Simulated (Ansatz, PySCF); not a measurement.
BeH, SMILES [BeH+], charge +1. Atoms are numbered in the order given.

```xyz
2

Be     0.0000     0.0000    -0.2423
H      0.0000     0.0000     1.0813
```
Charge +1, spin multiplicity 1.

The structure is a stationary point at PBE0-D3(BJ)/def2-TZVPD. The multiplicity is an assumed one; other spin states were not compared.

Two levels are set side by side: PBE-D3(BJ)/def2-TZVPD (Ansatz, an electronic-structure program) and PBE0-D3(BJ)/def2-TZVPD (Ansatz). Each level has its own optimised geometry; the coordinates shown are those of the second. Frequencies come from the Hessian of PySCF at each geometry. Differences are taken from unrounded values.

```tsv
quantity	PBE0-D3(BJ)
bond Be1–H2 (Å)	1.324
highest harmonic wavenumber (cm⁻¹)	2191
mean harmonic wavenumber (cm⁻¹)	2191
zero-point energy (kcal/mol)	3.13
```

What does PBE-D3(BJ) give, and how far is it from PBE0-D3(BJ)? (The exact figures need the calculation; the answer reports its results.)


```csv
quantity,PBE-D3(BJ),PBE-D3(BJ) minus PBE0-D3(BJ)
bond Be1–H2 (Å),1.334,0.011
highest harmonic wavenumber (cm⁻¹),2120,-71
mean harmonic wavenumber (cm⁻¹),2120,-71
zero-point energy (kcal/mol),3.03,-0.10
```
